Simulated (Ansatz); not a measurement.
Reaction (hydrogen abstraction from a C–H bond): `CCOC` + F• → `[CH2]COC`• + H–F

Program: Ansatz. Geometries: PBE0-D4/def2-TZVP. ΔE: electronic, gas phase. CCSD(T)/CBS adds triple-zeta CCSD(T) − MP2 to the extrapolated MP2 energy (def2 sets, frozen cores). This one scheme is used for every species, atoms too. Functionals use def2-TZVPP. Open shells (•) are unrestricted, without spin–orbit coupling. Spin–orbit coupling would lower the free atoms: a little for F. Each species was taken in one conformer, which may not be the lowest.

```csv
level,ΔE (kJ/mol)
PBE-QIDH,-118.0
revPBE,-137.0
```

**Question.** What does CCSD(T)/CBS give? (Best estimate.)

**Answer.** Ansatz gave: -131.4 kJ/mol. The listed levels differ from it by 13.4, -5.6 kJ/mol.

Largest T1 diagnostic among the species: 0.011.

In def2-TZVPP, CCSD(T) changes the Hartree–Fock value by −68.0 kJ/mol (the triples alone add −3.6 kJ/mol) and MP2 by −87.0 kJ/mol. From PBE to PBE0 (25 % exact exchange), in def2-TZVPP and without D4, ΔE moves by +20.2 kJ/mol.

CCSD(T)/CBS has its own doubt, a few kJ/mol and more with outer-core shells, so smaller differences from it don't rank the levels.
